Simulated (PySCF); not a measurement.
Ligands exchanged one at a time, Si Cl-H. Gas-phase values, no solvent. Strings in code marks are SMILES.

The four lowest singlet excitations (Tamm–Dancoff). The numbers are results of CAM-B3LYP-D3(BJ)/def2-TZVP in PySCF, not measurements. Excitations are Tamm–Dancoff values on a coarser integration grid. The basis has no diffuse functions, so Rydberg states are missing or too high.

```
state  energy (eV)  wavelength (nm)  oscillator strength
-----  -----------  ---------------  -------------------
S1            7.83              158                0.000
S2            7.83              158                0.000
S3            7.83              158                0.000
S4            8.75              142                0.094
```

Say which member gives these states.
A. `Cl[Si](Cl)(Cl)Cl`
B. `Cl[SiH2]Cl`
C. `Cl[SiH](Cl)Cl`

A, `Cl[Si](Cl)(Cl)Cl`
